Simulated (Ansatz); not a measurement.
Ge–NH2, quartet: the ladder up to UCCSDT(Q)

Geometry: displaced at random from a stationary point.

```yaml
atoms:
  - { symbol: Ge, position_ang: [0.0002, 0.0023, 0.4345] }
  - { symbol: N, position_ang: [-0.0006, -0.0139, -1.8919] }
  - { symbol: H, position_ang: [0.0474, 0.8763, -2.5284] }
  - { symbol: H, position_ang: [-0.0554, -0.8482, -2.4986] }
```

Basis cc-pVDZ; Ansatz 0.2.0. Only valence electrons are correlated (noble-gas cores and the filled d shells of p-block atoms frozen), which leaves 11 electrons in 36 orbitals. R marks a restricted (for open shells ROHF) determinant, U an unrestricted one. Active spaces: valence = (11e, 10o) chosen from the atoms' valence shells. No spin–orbit coupling is included, and no scalar relativity.

Full CI isn't at hand for all of this; UCCSDT(Q) serves as the reference, and is uncertain by about the last step of the cluster series. The frozen core follows each run's orbitals, which can shift R against U totals by a few meV for light atoms and by up to 0.1 eV past Ca.

* UHF ⟨S²⟩: 3.788
* T1 diagnostic (RCCSD): 0.0180
* largest doubles amplitude (RCCSD): 0.050
* T1 diagnostic (UCCSD): 0.0148

Task: From what is known of these methods and the diagnostics, rank them by the size of their error in total energy against UCCSDT(Q) in cc-pVDZ, smallest first (an estimate: the text doesn't fix the numbers).
A. UCCSDT
B. UCCSD(T)
C. UHF
D. UCCSD
E. UMP2

Result: A (10 meV), B (32 meV), D (160 meV), E (1078 meV), C (6279 meV).

All errors are against UCCSDT(Q) in cc-pVDZ. Within each family the higher level lies nearer, as is usual though not guaranteed.

Natural occupations of CASSCF (valence space) about the gap: 1.983 1.974 1.969 1.001 1.000 0.999 0.030 0.025 0.019; effectively unpaired electrons, Σ n²(2−n)², 3.01.
